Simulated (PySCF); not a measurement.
## Electric field gradients and quadrupole coupling constants

Species: 2-methoxypropene, C4H8O.
Numbering: `[CH2:1]=[C:2]([CH3:3])[O:4][CH3:5]` (hydrogens: H6, H7 on C1; H8, H9, H10 on C3; H11, H12, H13 on C5)

Geometry (PBE0-D3(BJ)/def2-SVP, Å), atoms numbered from 1 in this order:
```
atom  x, y, z in Å
C1    -0.1561    1.2414   -0.9678
C2    -0.3365   -0.0406   -0.6121
C3    -1.3943   -0.9324   -1.1736
O4     0.4047   -0.7095    0.2979
C5     1.4501   -0.0276    0.9287
H6    -0.8132    1.6869   -1.7144
H7     0.6244    1.8733   -0.5442
H8    -2.0087   -0.4061   -1.9140
H9    -2.0439   -1.3038   -0.3655
H10   -0.9342   -1.8136   -1.6477
H11    1.9232   -0.7362    1.6206
H12    1.0814    0.8442    1.4983
H13    2.2032    0.3240    0.2008
```

Field gradients from the PBE0/pcSseg-1 density (PySCF, non-relativistic), principal values in atomic units, ordered |Vxx| ≤ |Vyy| ≤ |Vzz|:

```csv
atom,Vxx,Vyy,Vzz
O4,-0.3621,-1.5118,1.8738
```

Question: Find the asymmetry η = (Vxx − Vyy)/Vzz and the couplings χ = eQV/h (234.96 MHz × Q in barn × V in au), with Q(17O) = −0.0256 b.

Answer: 
```json
{"atom": "O4", "environment": "ether oxygen", "nucleus": "17O", "η": "0.61", "χzz (MHz)": "-11.27", "χxx (MHz)": "2.18", "χyy (MHz)": "9.09"}
```

Question: What is Vzz at O4 in SI units (1 au = 9.71736 × 10²¹ V/m²)?

Answer: 1.8738 au = 18.209 × 10²¹ V/m².

Were the hydrogens deuterons (Q(2H) = 0.00286 b), χzz would run from 184 kHz (H13 and H12) to 213 kHz (H7 and H6).

Isolated species at its PBE0-D3(BJ)/def2-SVP geometry (one conformer only). A larger basis could move these couplings by a tenth or more.
